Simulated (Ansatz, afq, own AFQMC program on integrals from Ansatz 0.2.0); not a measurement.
# B$_{2}$H$_{2}$, singlet: AFQMC among the cluster methods

```csv
atom,x (Å),y (Å),z (Å)
B,0.0000,0.0000,0.9292
B,0.0000,0.0000,-1.2188
H,0.0000,1.0240,1.5528
H,0.0000,-1.0240,1.5528
```

Connectivity, by distances: BH2 ··· B.

Basis cc-pVDZ. Noble-gas cores (and the filled d shells of Ga–Kr and In–Xe) are frozen. Integrals, coupled cluster, full CI and functionals: Ansatz 0.2.0; the random walks run on the same integrals in our own AFQMC program. The CISD trial takes its coefficients from CCSD amplitudes. Released means that phaseless walkers are propagated on without the constraint, phases kept. Uncertainties: one standard error, sampling alone.

Determinant: RHF, the one that the program's search chose, which needn't be the lowest solution. The geometry is a point of a scan.

No full CI on the walks' own integrals is used here; CCSDT(Q) serves as the reference and is uncertain by about the last step of the cluster series.

Cautions: higher spins were not checked; restricted determinant unstable towards unrestricted (UHF 304 meV lower, ⟨S²⟩ 0.69); the released energies are still falling, so no released level is given (meV from the phaseless value at times in 1/Eh: 8 ± 17 at 0.24, 3 ± 16 at 0.51, 0 ± 14 at 0.99, -23 ± 18 at 1.62, -36 ± 19 at 2.40), though the last usable value meets CCSDT(Q) within the noise.

* T1 diagnostic: 0.0138
* weight of the determinant in the CISD state: 0.866
* size of the correlated space: 8 electrons in 36 orbitals

Reference: CCSDT(Q), correlation energy -5.003 eV.

| level | E − E(reference) (mEh) | share of correlation (%) |
| --- | --- | --- |
| HF | 183.86 | 0.00 |
| MP2 | 50.18 | 72.71 |
| CCSD | 5.59 | 96.96 |
| CCSD(T) | 1.29 | 99.30 |
| CCSDT | 0.24 | 99.87 |
| ph-AFQMC/CISD | 0.44 ± 0.48 | 99.76 |

A walk keeps the symmetry of its determinant, which the program's search chose and which needn't be the lowest solution, so a lower state of the same spin and another symmetry isn't excluded.
